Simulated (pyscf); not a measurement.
# Insertion: InH [singlet] + HO–SiH₃ → H₃Si–O–InH₂

Gas phase, singlet surface, charge 0. Bonds broken: O3–H5. Bonds formed: In1–O3, In1–H5. Structures and frequencies: ωB97X-D3(BJ)/def2-SVP in PySCF. Correlated levels are frozen-core, on RHF or UHF. ΔMP2 is the change of the MP2 total energy from the triple- to the quadruple-zeta basis.

Transition state (Å):

```xyz
8

In     1.5499     0.5953    -1.1883
H      2.4494     1.8764    -0.4496
O     -0.3603     0.0469    -0.2236
Si    -1.2695    -0.5904     1.0045
H      0.2601    -0.5801    -1.4087
H     -0.7852    -1.9549     1.3911
H     -2.7064    -0.7169     0.6129
H     -1.1933     0.2750     2.2240
```

One imaginary mode, 1443i cm⁻¹; descent along it reached the two sides named, in the forms told below.

```
bond    change  reactant side (Å)  saddle  product side
------  ------  -----------------  ------  ------------
O3–H5   breaks              0.964   1.477           3.1
In1–O3   forms              2.486   2.209         2.003
In1–H5   forms                3.2   1.759         1.707
```

Electronic energies relative to the separated reactants (kJ/mol):

| level | barrier | reaction energy | reverse barrier |
|---|---|---|---|
| ωB97X-D3(BJ)/def2-TZVP | 131.8 | -78.9 | 210.7 |
| PBE/def2-TZVP | 105.1 | -43.7 | 148.8 |
| r²SCAN/def2-TZVP | 104.3 | -66.7 | 171.0 |
| B3LYP-D3(BJ)/def2-TZVP | 132.3 | -41.1 | 173.4 |
| PBE0-D3(BJ)/def2-TZVP | 124.5 | -54.2 | 178.7 |
| M06-2X/def2-TZVP | 137.3 | -60.6 | 198.0 |
| ωB97M-D3(BJ)/def2-TZVP | 143.1 | -53.3 | 196.4 |
| HF/def2-TZVP | 222.9 | -38.3 | 261.2 |
| MP2/def2-QZVPP | 124.6 | -59.9 | 184.5 |
| CCSD/def2-TZVPP | 157.0 | -49.2 | 206.2 |
| CCSD(T)/def2-TZVPP | 138.4 | -55.4 | 193.8 |
| CCSD(T)/def2-TZVPP + ΔMP2(QZVPP) | 134.2 | -57.7 | 191.8 |

With CCSD(T)/def2-TZVPP + ΔMP2(QZVPP) energies and thermal terms (ideal gas, 1 atm, RRHO with modes under 100 cm⁻¹ raised to 100, one conformer, R ln 2 for chiral ones without a mode under 150 cm⁻¹), in kJ/mol:

```csv
T (K),ΔH‡,ΔG‡,ΔH,ΔG
298,124.1,162.1,-61.7,-24.1
600,125.1,200.3,-59.2,+13.2
900,126.9,237.6,-55.4,+48.6
1200,129.2,274.1,-51.1,+82.6
```

On the reactant side the descent ends in an adduct with a In–O contact (not fully relaxed), 45.3 kJ/mol under the separated species and 177.1 kJ/mol under the saddle at ωB97X-D3(BJ)/def2-TZVP. What is counted as formed (In–O) is already present as a longer contact in the reactant adduct; forming that adduct is a step of its own. The same reactants have a lower exit, to H₃Si–O–In [singlet] + H₂ (barrier -3.5 kJ/mol at ωB97M-D3(BJ)/def2-TZVP, against +143.1 kJ/mol here). This is the saddle that the search found; another between the same sides may lie lower. The CCSD(T) − MP2 part came from Ansatz, without density fitting, on the same reference. The frozen core leaves the outer d or s,p core shells of the metals and heavy elements correlated in the MP2 and CC values, and def2-TZVPP describes them poorly, which can shift differences by a few kcal/mol. Elements past Kr carry the def2 core potentials, without spin-orbit coupling.
